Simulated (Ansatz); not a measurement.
in.yaml

```yaml
crystal:
  periodic: [false, false, false]
  atoms:
    - {symbol: Si, position_ang: [0.002777, 0.032445, 0.517568]}
    - {symbol: B, position_ang: [0.001943, -0.141989, -1.366183]}
    - {symbol: H, position_ang: [0.049907, 1.310011, 1.299426]}
    - {symbol: H, position_ang: [-0.052869, -1.179228, 1.374802]}
    - {symbol: H, position_ang: [-0.095254, 0.488107, -2.442407]}
basis:
  gaussian: {orbitals: cc-pVDZ}
magnetization: {spin_polarized: false, initial_magnetization: 2}
correlation: {method: bccd_t, electrons: outside_noble_gas}
```

```sh
$ ansatz run in.yaml --threads 1 --pin off --events-out ev --progress --plain --max-ram 2393MiB
```

Log:

```
446 factors; integrals over basis functions are off by at most 1.2e-3 eV
mean field evaluation 1: about -8576.9520 eV, gradient 1.2e1 eV
mean field evaluation 2: about -8576.9893 eV, gradient 1.2e1 eV
mean field evaluation 4: about -8578.0887 eV, gradient 1.2e0 eV
mean field evaluation 8: about -8578.1023 eV, gradient 2.9e-1 eV
mean field evaluation 16: about -8577.9217 eV, gradient 3.6e0 eV
mean field evaluation 32: about -8576.1135 eV, gradient 1.6e0 eV
mean field -8578.10464884 eV, -315.2395313968 hartree, gradient 2.0e-6 eV, S^2 2.000000; 1 other end points of the search recorded, 0 dependent functions left out
mean field evaluation 64: about -8578.2104 eV, gradient 1.9e-4 eV
determinant -8578.10464884 eV, -315.2395313968 hartree, with singles and doubles -8583.30474681 eV, -315.4306314724 hartree
determinant -8575.95069838 eV, -315.1603751774 hartree, with singles and doubles -8581.20238499 eV, -315.3533711004 hartree
6 core orbitals not correlated: weight in the atoms' cores, before any rotation towards them, 1.000 or more for the frozen orbitals, at most 0.000 for the correlated occupied ones
reference -8578.10464884 eV, -315.2395313968 hartree; 6, 4 occupied and 35, 37 virtual orbitals, 446 factors
second order -4.12893509 eV of doubles, -0.05952107 eV of singles
cycle   1  -5.19852960 eV  change    1.6e-3 eV  update   3.7e-3
cycle   2  -5.19712361 eV  change    1.4e-3 eV  update   1.4e-3
cycle   3  -5.19650027 eV  change    6.2e-4 eV  update   8.1e-4
cycle   4  -5.19655315 eV  change   -5.3e-5 eV  update   3.6e-4
cycle   5  -5.19659669 eV  change   -4.4e-5 eV  update   1.5e-4
cycle   6  -5.19658804 eV  change    8.7e-6 eV  update   7.7e-5
cycle   7  -5.19660694 eV  change   -1.9e-5 eV  update   4.2e-5
cycle   8  -5.19660671 eV  change    2.3e-7 eV  update   2.3e-5
cycle   9  -5.19660051 eV  change    6.2e-6 eV  update   1.2e-5
perturbative correction -0.14538518 eV, -0.0053428067 hartree
Total energy: -8583.44663453 eV, -315.4358457498 hartree
```

For the same geometry and basis UCCSDT(Q) lies 39.2 meV lower.

Ran on 1 thread of Arm Neoverse V1, shared host: 1.9 s wall, 0.14 GiB peak host memory.
